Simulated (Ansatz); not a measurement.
# H5NSi: the cost of one run

Program: Ansatz 0.2.0, Gaussian basis. Level of theory: PBE0-D4/def2-TZVP structures, single points in def2-TZVPP, no counterpoise correction. These are calculated values, not measurements.

Levels: SPW92, PBE-D4, BLYP-D4, r2SCAN-D4, B97M-V, PBE0-D4, B3LYP-D4, r2SCAN0-D4, BHLYP-D4, CAM-B3LYP-D4, wB97X-V, wB97M-V, B2PLYP, PBE-QIDH, RPA on PBE, Hartree-Fock, MP2, CCSD, CCSD(T).

Correlated methods freeze the cores. B3LYP uses VWN-RPA correlation. B2PLYP carries no dispersion term here.

78 further runs of the same task are left out: 78 set aside as unsound or not needed.

### 1 Starting geometry

The complex: 9 atoms, charge 0, spin multiplicity 1.

Atoms are counted from 1 here; the program's logs count them from 0.

Bond lengths: Si1–H3 1.482 Å, Si1–H4 1.483 Å, Si1–N5 1.710 Å, Si1–H7 1.512 Å, F2–H6 0.930 Å, N5–H8 1.008 Å, N5–H9 1.007 Å. Angles: H3–Si1–H4 111.7°, H3–Si1–N5 110.4°, H3–Si1–H7 105.5°, H4–Si1–N5 108.6°, H4–Si1–H7 105.8°, N5–Si1–H7 114.7°, Si1–N5–H8 119.4°, Si1–N5–H9 119.5°, H8–N5–H9 110.9°.

As a file:

```mol
FH6NSi
  3D, bonds by distance, orders not assigned

  9  7  0  0  0  0  0  0  0  0999 V2000
    0.5936    0.1473    0.7080 Si  0  0
   -0.1151   -0.8176   -2.3801 F   0  0
    1.1653   -1.1656    1.0905 H   0  0
    0.9849    1.2138    1.6605 H   0  0
   -1.1134    0.0628    0.6554 N   0  0
    0.4461   -0.2601   -1.8911 H   0  0
    1.2504    0.5061   -0.6056 H   0  0
   -1.5577   -0.5961    0.0345 H   0  0
   -1.6541    0.9093    0.7279 H   0  0
  1  3  8  0
  1  4  8  0
  1  5  8  0
  1  7  8  0
  2  6  8  0
  5  8  8  0
  5  9  8  0
M  END
```

Its parts: SiNH5 holds atoms 1, 3, 4, 5, 7, 8, 9; HF holds atoms 2, 6. Each part counts its atoms afresh in its own runs.

### 2 Relaxing SiNH5 alone

Input file relax-a/in.yaml:

```yaml
crystal:
  periodic: [false, false, false]
  atoms:
    - {symbol: Si, position_ang: [0.593576, 0.147326, 0.708012]}
    - {symbol: H, position_ang: [1.165264, -1.165625, 1.090512]}
    - {symbol: H, position_ang: [0.984949, 1.213848, 1.660525]}
    - {symbol: N, position_ang: [-1.113364, 0.062827, 0.655351]}
    - {symbol: H, position_ang: [1.250354, 0.506143, -0.605609]}
    - {symbol: H, position_ang: [-1.557705, -0.596091, 0.034524]}
    - {symbol: H, position_ang: [-1.654084, 0.909292, 0.727899]}
basis:
  gaussian: {orbitals: def2-TZVP}
hamiltonian: {xc: pbe0, dispersion: d4}
relax: {f_tol: 0.005, max_steps: 200}
```

The run is started by

```
$ ansatz run in.yaml --threads 2 --pin off --events-out ev --progress --plain --max-ram 4352MiB
```

**Question.** How long does this run take on 2 threads of Arm Neoverse V2, shared host?

About 9.5 s.
